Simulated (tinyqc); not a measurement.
MP2 on RHF in the sto-3g basis, for H2O, spin multiplicity 1, step by step. One step of it, computed by the program tinyqc.

Task: Integrals over molecular orbitals. (pq|rs) = sum C_ip C_jq C_kr C_ls (ij|kl), one index at a time.

coefficients C:
```
,MO1,MO2,MO3,MO4,MO5,MO6,MO7
1O 1s,0.994410,-0.237125,0.000000,0.101953,0.000000,-0.110505,0.000000
1O 2s,0.024339,0.873551,0.000000,-0.520290,0.000000,0.679597,0.000000
1O 2px,0.000000,0.000000,0.000000,0.000000,1.000000,0.000000,0.000000
1O 2py,0.000000,0.000000,0.631524,0.000000,0.000000,0.000000,0.895775
1O 2pz,0.003590,0.101689,0.000000,0.714135,0.000000,0.794454,0.000000
2H 1s,-0.004705,0.146498,0.454412,0.332008,0.000000,-0.706161,-0.766676
3H 1s,-0.004705,0.146498,-0.454412,0.332008,0.000000,-0.706161,0.766676
```

core Hamiltonian H = T + V (hartree), lower triangle:
```
,1O 1s,1O 2s,1O 2px,1O 2py,1O 2pz,2H 1s,3H 1s
1O 1s,-32.602464
1O 2s,-7.584767,-9.224812
1O 2px,0.000000,0.000000,-7.367038
1O 2py,0.000000,0.000000,0.000000,-7.465396
1O 2pz,-0.017269,-0.209884,0.000000,0.000000,-7.460340
2H 1s,-1.326487,-3.067336,0.000000,-1.584803,-1.611138,-4.667345
3H 1s,-1.326487,-3.067336,0.000000,1.584803,-1.611138,-1.419532,-4.667345
```

Two-electron integrals (ij|kl) in chemists' order, unique and non-zero (hartree):
```
i,j,k,l,(ij|kl)
1,1,1,1,4.785065
2,1,1,1,0.741380
2,1,2,1,0.136873
2,2,1,1,1.118947
2,2,2,1,0.256633
2,2,2,2,0.817206
3,1,3,1,0.024477
3,2,3,1,0.037809
3,2,3,2,0.180518
3,3,1,1,1.115814
3,3,2,1,0.256684
3,3,2,2,0.817023
3,3,3,3,0.880159
4,1,4,1,0.024477
4,2,4,1,0.037809
4,2,4,2,0.180518
4,3,4,3,0.047444
4,4,1,1,1.115814
4,4,2,1,0.256684
4,4,2,2,0.817023
4,4,3,3,0.785270
4,4,4,4,0.880159
5,1,5,1,0.024477
5,2,5,1,0.037809
5,2,5,2,0.180518
5,3,5,3,0.047444
5,4,5,4,0.047444
5,5,1,1,1.115814
5,5,2,1,0.256684
5,5,2,2,0.817023
5,5,3,3,0.785270
5,5,4,4,0.785270
5,5,5,5,0.880159
6,1,1,1,0.130245
6,1,2,1,0.023855
6,1,2,2,0.044479
6,1,3,3,0.044392
6,1,4,1,0.000787
6,1,4,2,0.001479
6,1,4,4,0.044530
6,1,5,1,0.000767
6,1,5,2,0.001440
6,1,5,4,0.000134
6,1,5,5,0.044522
6,1,6,1,0.004211
6,2,1,1,0.329592
6,2,2,1,0.076596
6,2,2,2,0.271590
6,2,3,3,0.266875
6,2,4,1,0.004127
6,2,4,2,0.032060
6,2,4,4,0.273999
6,2,5,1,0.004020
6,2,5,2,0.031225
6,2,5,4,0.006938
6,2,5,5,0.273633
6,2,6,1,0.013625
6,2,6,2,0.113496
6,3,3,1,0.007858
6,3,3,2,0.046313
6,3,4,3,0.006591
6,3,5,3,0.006419
6,3,6,3,0.015835
6,4,1,1,0.173927
6,4,2,1,0.040929
6,4,2,2,0.154936
6,4,3,3,0.147971
6,4,4,1,0.009785
6,4,4,2,0.063545
6,4,4,4,0.165021
6,4,5,1,0.001876
6,4,5,2,0.016783
6,4,5,4,0.010187
6,4,5,5,0.151640
6,4,6,1,0.007589
6,4,6,2,0.078666
6,4,6,4,0.069727
6,5,1,1,0.169397
6,5,2,1,0.039863
6,5,2,2,0.150901
6,5,3,3,0.144117
6,5,4,1,0.001876
6,5,4,2,0.016783
6,5,4,4,0.147885
6,5,5,1,0.009686
6,5,5,2,0.062659
6,5,5,4,0.010261
6,5,5,5,0.160530
6,5,6,1,0.007391
6,5,6,2,0.076617
6,5,6,4,0.052488
6,5,6,5,0.066957
6,6,1,1,0.481752
6,6,2,1,0.113769
6,6,2,2,0.463725
6,6,3,3,0.445279
6,6,4,1,0.007666
6,6,4,2,0.082996
6,6,4,4,0.473379
6,6,5,1,0.007467
6,6,5,2,0.080835
6,6,5,4,0.027368
6,6,5,5,0.471934
6,6,6,1,0.020397
6,6,6,2,0.248302
6,6,6,4,0.196392
6,6,6,5,0.191278
6,6,6,6,0.774606
7,1,1,1,0.130245
7,1,2,1,0.023855
7,1,2,2,0.044479
7,1,3,3,0.044392
7,1,4,1,-0.000787
7,1,4,2,-0.001479
7,1,4,4,0.044530
7,1,5,1,0.000767
7,1,5,2,0.001440
7,1,5,4,-0.000134
7,1,5,5,0.044522
7,1,6,1,0.004157
7,1,6,2,0.013264
7,1,6,4,0.006769
7,1,6,5,0.007201
7,1,6,6,0.019696
7,1,7,1,0.004211
7,2,1,1,0.329592
7,2,2,1,0.076596
7,2,2,2,0.271590
7,2,3,3,0.266875
7,2,4,1,-0.004127
7,2,4,2,-0.032060
7,2,4,4,0.273999
7,2,5,1,0.004020
7,2,5,2,0.031225
7,2,5,4,-0.006938
7,2,5,5,0.273633
7,2,6,1,0.013264
7,2,6,2,0.093835
7,2,6,4,0.044702
7,2,6,5,0.061767
7,2,6,6,0.170249
7,2,7,1,0.013625
7,2,7,2,0.113496
7,3,3,1,0.007858
7,3,3,2,0.046313
7,3,4,3,-0.006591
7,3,5,3,0.006419
7,3,6,3,0.012725
7,3,7,3,0.015835
7,4,1,1,-0.173927
7,4,2,1,-0.040929
7,4,2,2,-0.154936
7,4,3,3,-0.147971
7,4,4,1,0.009785
7,4,4,2,0.063545
7,4,4,4,-0.165021
7,4,5,1,-0.001876
7,4,5,2,-0.016783
7,4,5,4,0.010187
7,4,5,5,-0.151640
7,4,6,1,-0.006769
7,4,6,2,-0.044702
7,4,6,4,-0.008969
7,4,6,5,-0.028786
7,4,6,6,-0.071989
7,4,7,1,-0.007589
7,4,7,2,-0.078666
7,4,7,4,0.069727
7,5,1,1,0.169397
7,5,2,1,0.039863
7,5,2,2,0.150901
7,5,3,3,0.144117
7,5,4,1,-0.001876
7,5,4,2,-0.016783
7,5,4,4,0.147885
7,5,5,1,0.009686
7,5,5,2,0.062659
7,5,5,4,-0.010261
7,5,5,5,0.160530
7,5,6,1,0.007201
7,5,6,2,0.061767
7,5,6,4,0.028786
7,5,6,5,0.052782
7,5,6,6,0.122918
7,5,7,1,0.007391
7,5,7,2,0.076617
7,5,7,4,-0.052488
7,5,7,5,0.066957
7,6,1,1,0.138846
7,6,2,1,0.032621
7,6,2,2,0.127148
7,6,3,3,0.123766
7,6,4,4,0.125782
7,6,5,1,0.002565
7,6,5,2,0.024435
7,6,5,5,0.131754
7,6,6,1,0.005763
7,6,6,2,0.054744
7,6,6,4,0.032731
7,6,6,5,0.041537
7,6,6,6,0.129406
7,6,7,1,0.005763
7,6,7,2,0.054744
7,6,7,4,-0.032731
7,6,7,5,0.041537
7,6,7,6,0.033477
7,7,1,1,0.481752
7,7,2,1,0.113769
7,7,2,2,0.463725
7,7,3,3,0.445279
7,7,4,1,-0.007666
7,7,4,2,-0.082996
7,7,4,4,0.473379
7,7,5,1,0.007467
7,7,5,2,0.080835
7,7,5,4,-0.027368
7,7,5,5,0.471934
7,7,6,1,0.019696
7,7,6,2,0.170249
7,7,6,4,0.071989
7,7,6,5,0.122918
7,7,6,6,0.338478
7,7,7,1,0.020397
7,7,7,2,0.248302
7,7,7,4,-0.196392
7,7,7,5,0.191278
7,7,7,6,0.129406
7,7,7,7,0.774606
```

Give: one-electron integrals over orbitals h = C^T H C; Two-electron integrals over orbitals.

Result:

one-electron integrals over orbitals h = C^T H C (hartree), lower triangle:
```
,1,2,3,4,5,6,7
1,-32.5858
2,0.5632,-7.5870
3,0.0000,0.0000,-6.1378
4,-0.2310,0.5303,0.0000,-6.6127
5,0.0000,0.0000,0.0000,0.0000,-7.3670
6,0.2515,-1.2477,0.0000,-1.3008,0.0000,-5.4327
7,0.0000,0.0000,-1.7158,0.0000,0.0000,0.0000,-5.4548
```

Two-electron integrals over orbitals (pq|rs), unique and non-zero (hartree):
```
p,q,r,s,(pq|rs)
1,1,1,1,4.7465
2,1,1,1,-0.4246
2,1,2,1,0.0601
2,2,1,1,1.0141
2,2,2,1,-0.0144
2,2,2,2,0.7255
3,1,3,1,0.0114
3,2,3,1,0.0177
3,2,3,2,0.1334
3,3,1,1,0.7861
3,3,2,1,-0.0048
3,3,2,2,0.6300
3,3,3,3,0.6101
4,1,1,1,0.1812
4,1,2,1,-0.0234
4,1,2,2,0.0140
4,1,3,3,0.0061
4,1,4,1,0.0250
4,2,1,1,-0.1537
4,2,2,1,0.0088
4,2,2,2,-0.0176
4,2,3,3,0.0025
4,2,4,1,0.0167
4,2,4,2,0.1281
4,3,3,1,-0.0035
4,3,3,2,0.0227
4,3,4,3,0.0551
4,4,1,1,0.9299
4,4,2,1,-0.0116
4,4,2,2,0.6553
4,4,3,3,0.5756
4,4,4,1,-0.0085
4,4,4,2,-0.0928
4,4,4,4,0.7030
5,1,5,1,0.0260
5,2,5,1,0.0329
5,2,5,2,0.1482
5,3,5,3,0.0278
5,4,5,1,-0.0131
5,4,5,2,-0.0478
5,4,5,4,0.0508
5,5,1,1,1.1154
5,5,2,1,-0.0120
5,5,2,2,0.7514
5,5,3,3,0.6158
5,5,4,1,0.0051
5,5,4,2,-0.0831
5,5,4,4,0.6898
5,5,5,5,0.8802
6,1,1,1,-0.1979
6,1,2,1,0.0303
6,1,2,2,-3.34e-04
6,1,3,3,0.0010
6,1,4,1,0.0022
6,1,4,2,0.0214
6,1,4,4,-0.0170
6,1,5,5,-0.0053
6,1,6,1,0.0278
6,2,1,1,0.2737
6,2,2,1,-0.0057
6,2,2,2,0.1361
6,2,3,3,0.0746
6,2,4,1,0.0187
6,2,4,2,0.0279
6,2,4,4,0.0608
6,2,5,5,0.1440
6,2,6,1,0.0113
6,2,6,2,0.0988
6,3,3,1,0.0033
6,3,3,2,-0.0284
6,3,4,3,-0.0322
6,3,6,3,0.0651
6,4,1,1,0.2675
6,4,2,1,-0.0037
6,4,2,2,0.1192
6,4,3,3,0.0517
6,4,4,1,-3.18e-04
6,4,4,2,-0.0586
6,4,4,4,0.1318
6,4,5,5,0.1473
6,4,6,1,-0.0034
6,4,6,2,0.0562
6,4,6,4,0.0995
6,5,5,1,0.0131
6,5,5,2,0.0510
6,5,5,4,0.0043
6,5,6,5,0.0356
6,6,1,1,0.8146
6,6,2,1,-0.0076
6,6,2,2,0.6123
6,6,3,3,0.5629
6,6,4,1,0.0184
6,6,4,2,0.0454
6,6,4,4,0.5556
6,6,5,5,0.5937
6,6,6,1,0.0097
6,6,6,2,0.1001
6,6,6,4,0.0546
6,6,6,6,0.5990
7,1,3,1,0.0145
7,1,3,2,0.0214
7,1,4,3,-0.0045
7,1,6,3,0.0037
7,1,7,1,0.0184
7,2,3,1,0.0145
7,2,3,2,0.0487
7,2,4,3,-0.0354
7,2,6,3,0.0325
7,2,7,1,0.0176
7,2,7,2,0.0648
7,3,1,1,0.3652
7,3,2,1,-0.0071
7,3,2,2,0.1516
7,3,3,3,0.0903
7,3,4,1,-4.56e-04
7,3,4,2,-0.0854
7,3,4,4,0.1361
7,3,5,5,0.1974
7,3,6,1,-0.0063
7,3,6,2,0.0684
7,3,6,4,0.1029
7,3,6,6,0.0454
7,3,7,3,0.1624
7,4,3,1,-0.0092
7,4,3,2,-0.0773
7,4,4,3,-0.0119
7,4,6,3,0.0499
7,4,7,1,-0.0116
7,4,7,2,-0.0146
7,4,7,4,0.0749
7,5,5,3,0.0237
7,5,7,5,0.0236
7,6,3,1,0.0075
7,6,3,2,0.0840
7,6,4,3,0.0582
7,6,6,3,-0.0563
7,6,7,1,0.0093
7,6,7,2,-0.0099
7,6,7,4,-0.0618
7,6,7,6,0.1076
7,7,1,1,0.8203
7,7,2,1,-0.0083
7,7,2,2,0.6053
7,7,3,3,0.5896
7,7,4,1,0.0042
7,7,4,2,-0.0115
7,7,4,4,0.5758
7,7,5,5,0.6016
7,7,6,1,-0.0030
7,7,6,2,0.0598
7,7,6,4,0.0436
7,7,6,6,0.5590
7,7,7,3,0.0807
7,7,7,7,0.5943
```
